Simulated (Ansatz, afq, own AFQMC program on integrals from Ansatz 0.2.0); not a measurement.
**WH⁺, septet: AFQMC among the cluster methods**

```yaml
atoms:
  - { symbol: W, position_ang: [0.0000, 0.0000, 0.0000] }
  - { symbol: H, position_ang: [0.0000, 0.0000, 2.0590] }
```

Basis def2-TZVPP with its core potentials. Noble-gas cores (and the filled d shells of Ga–Kr and In–Xe) are frozen. AFQMC by an in-house program on the Cholesky factors that Ansatz 0.2.0 writes for its CCSD(T) run. ph-AFQMC/CISD is guided by a CISD state made of CCSD amplitudes; releasing the constraint for a short imaginary time cuts its bias at the price of noise, slowly where states lie close. Free projection: walkers drawn from exp(T), propagated without any constraint. Its projection time is finite, and what remains of the start isn't in its error. Uncertainties: one standard error, sampling alone. No spin–orbit coupling. The metal's outer-core s and p shells are frozen, which shifts wave-function levels against functionals.

Determinant: UHF, the one that the program's search chose, which needn't be the lowest solution. The geometry is a PBE0/def2-TZVP stationary point of this or a neighbouring charge and spin state.

No full CI on the walks' own integrals is used here; CCSDT(Q) serves as the reference and is uncertain by about the last step of the cluster series.

Cautions: no spin-orbit coupling; outer-core shells of the metal frozen; lower spins were not checked; higher spins were not checked; the ph-AFQMC/CISD walk drifts between its halves (2.5 errors).

The T1 diagnostic is 0.0165, the weight of the determinant in the CISD state is 0.964 and the ⟨S²⟩ of the determinant is 12.005. The size of the correlated space is 6 electrons in 66 orbitals.

Reference: CCSDT(Q), correlation energy -1.858 eV. The released energy is read at 4.20 1/Eh (meV from the phaseless value at times in 1/Eh: -3.6 ± 0.7 at 0.60, -4.6 ± 0.5 at 1.20, -5.6 ± 0.7 at 2.00, -4 ± 3 at 3.00, -5.7 ± 1.0 at 4.20).

| level | E − E(reference) (meV) | share of correlation (%) |
| --- | --- | --- |
| HF | 1857.5 | 0.00 |
| MP2 | 284.7 | 84.67 |
| CCSD | 42.4 | 97.72 |
| CCSD(T) | 6.8 | 99.63 |
| CCSDT | 0.5 | 99.97 |
| ph-AFQMC/HF | 81.4 ± 9.3 | 95.62 |
| ph-AFQMC/CISD | 6.9 ± 0.5 | 99.63 |
| released AFQMC | 1.2 ± 1.0 | 99.94 |
| free AFQMC | -0.5 ± 0.4 | 100.03 |

Free projections are given only where their last times agree within the noise and don't stop above the reference; a slow remainder of the start can still hide under it. A walk keeps the symmetry of its determinant, which the program's search chose and which needn't be the lowest solution, so a lower state of the same spin and another symmetry isn't excluded. Released energies are given only where the last usable release times agree within the noise; a slower fall can still hide under it.
